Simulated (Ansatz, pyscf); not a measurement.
•HC=NH (SMILES [CH]=N) → H₂C=N• (SMILES C=[N]), a hydrogen shift on the doublet surface: H–N broken, C–H formed. Single points on ωB97X-D3(BJ)/def2-SVP structures (PySCF, gas phase). Wave-function energies: Ansatz (a first-principles code), frozen core, RHF or UHF references. In kJ/mol, from the reactant's lowest minimum found.

| level | barrier | reaction energy |
|---|---|---|
| r²SCAN/def2-TZVP | 167.65 | -34.29 |
| ωB97M-D3(BJ)/def2-TZVP | 168.05 | -34.10 |
| CCSD(T)/cc-pV(D+d)Z | 168.35 | -43.26 |
| CCSDT(Q)/cc-pV(D+d)Z | 168.53 | -43.35 |
| CCSD(T)/cc-pV(T+d)Z | 168.83 | -35.60 |
| CCSD(T)/cc-pV(Q+d)Z | 169.38 | -32.40 |

In cc-pV(D+d)Z, going from CCSD(T) to CCSDT(Q) shifts the barrier by +0.19 and the reaction energy by -0.09 kJ/mol. With HF in the quadruple-zeta basis and the correlation energy extrapolated as X⁻³ from X = 3, 4, CCSD(T) gives 169.47 and -31.16; adding the double-zeta shift gives ΔE‡ = 169.65 and ΔE = -31.25 kJ/mol, without core correlation, relativity or geometry relaxation at these levels. From the product side, HC≡N + H• lies, by one bond made or cut, 68.47 kJ/mol under this saddle at ωB97M-D3(BJ)/def2-TZVP. The same reactants have a lower exit, to HC≡N + H• (no saddle counted: cutting one bond, which may have a small barrier of its own, costs +99.58 kJ/mol at ωB97M-D3(BJ)/def2-TZVP, against +168.05 kJ/mol here). This is the saddle that the search found; another between the same sides may lie lower. A UHF reference is spin-contaminated (<S²> up to 0.95), which harms MP2 most.
